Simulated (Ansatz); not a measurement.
Coupled-cluster diagnostics for the cluster Si2Cl (the lowest doublet isomer of a short search), Ansatz.

Geometry of the doublet (r2SCAN-D4/def2-TZVP):

```xyz
3

Si    0.003   -0.022    0.023
Si   -0.251    1.411   -1.541
Cl    0.248   -1.389    1.518
```

Correlated methods freeze 15 core orbitals. In CCSD on the charge 0 doublet the largest single amplitude is 0.23, so its Hartree–Fock determinant may place the open shell otherwise than the density functionals do. At PBE0-D4/def2-TZVP a triplet of charge 1 lies 0.99 eV below the restricted singlet at the same geometry. The structure comes from a short search, and lower isomers may exist.

Geometry of the charge 0 quartet (r2SCAN-D4/def2-TZVP):

Cartesian coordinates in Å:
```
Si -0.145 -0.572 0.573
Si 1.286 -0.681 -1.254
Cl -1.141 1.253 0.681
```

(1) Estimate the CCSD(T) correlation energy, the shares of MP2 and (T), T1 and the reference's ⟨S²⟩ for: charge 0, doublet, own geometry in def2-TZVPP; charge 0, doublet, own geometry in def2-TZVPD; charge 0, quartet, own geometry in def2-TZVPP; charge 1, singlet, vertical in def2-TZVPP; charge -1, singlet, vertical in def2-TZVPD; and the rough time on 4 threads of Arm Neoverse V1 on a shared host.

Answers

(1) 
```
                          state       basis  correlation (eV)  MP2 share (%)  (T) share (%)     T1  ⟨S²⟩ (pure)  wall time                                          remarks
charge 0, doublet, own geometry  def2-TZVPP           -11.892           82.9            5.8  0.063  1.16 (0.75)        7 s  large T1 (0.063), spin-contaminated (⟨S²⟩ 1.16)
charge 0, doublet, own geometry  def2-TZVPD           -11.805           82.6            5.9  0.064  1.16 (0.75)        8 s  large T1 (0.064), spin-contaminated (⟨S²⟩ 1.16)
charge 0, quartet, own geometry  def2-TZVPP           -11.230           84.8            5.3  0.025  3.77 (3.75)        6 s                                                –
    charge 1, singlet, vertical  def2-TZVPP           -11.459           84.5            5.5  0.021  0.00 (0.00)       25 s        large T1 (0.021), restricted SCF unstable
   charge -1, singlet, vertical  def2-TZVPD           -13.157           88.0            6.5  0.021  0.00 (0.00)      2.8 s        large T1 (0.021), restricted SCF unstable
```
Customary marks for T1 are 0.02 (closed shells), 0.045 (open shells) and about 0.05 (3d metals). T1 exceeds 0.02 in 5 of 5 rows and 0.045 in 2; the higher it lies, the less the single-reference result can be trusted.
